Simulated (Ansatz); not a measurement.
Relative stability

Two relaxed structures of CH₅SSi (charge -1), closed shell (PBE0-D4/def2-TZVPD; forces vanish, vibrations not checked).

A:

C1  (-0.728, 0.131, -1.132)
Si2  (0.573, 0.529, 0.265)
S3  (0.769, -1.555, 1.170)
H4  (-0.736, 0.960, -1.853)
H5  (-1.734, 0.061, -0.705)
H6  (-0.524, -0.797, -1.677)
H7  (1.814, 0.322, -0.622)
H8  (0.213, -1.274, 2.358)
(Å)

B:

```
8
angstrom
C -0.8501 0.4412 -1.0521
Si 0.4781 0.3890 0.0863
S 1.0706 -1.4851 1.2715
H -0.8347 -0.1465 -1.9689
H -1.8521 0.6433 -0.6743
H 0.3155 1.3840 1.1991
H 1.8611 0.5721 -0.4766
H -0.1883 -1.7980 1.6151
```

Program: Ansatz 0.2.0. Basis: def2-TZVPPD. Cores are frozen in the correlated methods. B3LYP uses VWN-RPA correlation.

(1) Which structure is lower at CCSD(T), and by how much? (To be estimated.)

No T1 diagnostic of these runs exceeds 0.013.

## Answers

(1) By the calculation: A, by 52.9 kJ/mol (electronic energy, against the other). By their contacts, A is CH₅SSi ([CH3][SiH][SH]), total charge -1 and B is CH₅SSi ([CH2][SiH2][SH]), total charge -1.

All methods give the same order:

| method | E(B) − E(A) (kJ/mol) |
| --- | --- |
| PBE-D4 | 54.5 |
| r2SCAN-D4 | 48.0 |
| PBE0-D4 | 56.5 |
| B3LYP-D4 | 52.7 |
| wB97M-V | 54.5 |
| HF | 55.4 |
| MP2 | 44.3 |
| CCSD | 54.9 |
| CCSD(T) | 52.9 |

Labels in which every atom is bracketed show which atoms are joined, not bond orders.

For scale, one of the runs: CCSD(T)/def2-TZVPPD, 221 basis functions, launched by `ansatz run in.yaml --threads 2 --pin off --events-out ev --progress --plain --max-ram 4352MiB`. Time: 83 s of wall clock on 2 CPU threads of an Arm Neoverse V1; the host was shared. Peak host memory: 3.2 GiB.
